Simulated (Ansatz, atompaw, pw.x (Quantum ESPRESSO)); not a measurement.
Ta (Z = 73): one change to the PAW (atompaw) potential, in the atom and in the bcc crystal

```json
{"Element": "tantalum", "Generator": "atompaw 4.2.0.5", "Type": "PAW", "Functional": "LDA (PW92)", "Relativity": "scalar-relativistic", "Frozen core": "[Kr] 4d10 4f14", "Valence charge": "13", "Reference configuration": "5s2 5p6 5d3 6s1.5 6p0.5", "Partial waves": "5s (bound): rc 1.30 bohr; 6s (bound): rc 2.80 bohr; 5p (bound): rc 1.40 bohr; 6p (bound): rc 2.80 bohr; 5d (bound): rc 2.80 bohr; 5d channel at 0.25 Ry: rc 2.80 bohr; 5f channel at 0.3 Ry: rc 2.80 bohr", "Local potential": "bessel scheme, radius 2.15 bohr", "Core correction": "smooth core density matched at 1.60 bohr", "Augmentation charge": "besselshape compensation charge, radius 2.10 bohr; PAW radius 2.80 bohr; waves and projectors: custom rrkj vanderbiltortho"}
```

Change: wave 6p (bound): rc 2.80 bohr becomes 6p (bound): rc 2.46 bohr.

Cutoffs, loose and tight: the cutoffs (Ry, on a coarse ladder) from which the occupation-weighted sum of valence levels, in a spherical-Bessel basis at the reference potential, stays within 10 and 1 mRy of its value at 400 Ry. They see the waves, projectors and local potential, not the compensation charge or the core.

Crystal test: bcc Ta in pw.x 7.5, no spin, 14³ k-points, Fermi–Dirac smearing 0.01 Ry, cutoffs set for each file from its atomic test. The reference is all-electron LAPW (Ansatz 0.2.0) with the same functional, mesh and smearing; V0 and B0 come from Birch–Murnaghan fits to the pressures at five volumes. Errors are pseudo minus all-electron; Δ is the rms difference of the E(V) curves that follow from these fits, minima aligned, over ±6 % about the mean V0. Mesh and smearing are coarse, so the numbers serve the comparison and aren't converged zero-temperature values; the lattice is a test structure that the element need not adopt.

All-electron: a0 = 3.255 Å (V0 = 17.24 Å³/atom), B0 = 217.7 GPa.

Problem. Does the change bring the crystal closer to the all-electron result?

Solution. The mean pressure error goes from -1.58 to -0.83 GPa, so the change moves the solid closer to the all-electron pressures.

```csv
quantity,base,changed
outcome (atom),generated,generated
"cutoff, loose (atom)",40 Ry,40 Ry
"cutoff, tight (atom)",80 Ry,80 Ry
bound ghosts (atom),none,none
cutoffs in pw.x (Ry),100/900,100/900
a0 (Å),3.247,3.250
a0 error (%),-0.24,-0.13
B0 error (%),+0.9,+1.1
Δ (meV/atom),5.9,3.1
mean pressure error (GPa),-1.58,-0.83
```

Base: The largest radius (2.80 bohr) exceeds half the bond length (2.66 bohr), so the spheres overlap, which is one possible source of error among others. Changed file: The largest radius (2.80 bohr) exceeds half the bond length (2.66 bohr), so the spheres overlap, which is one possible source of error among others. The atomic cutoffs weigh occupied waves only.
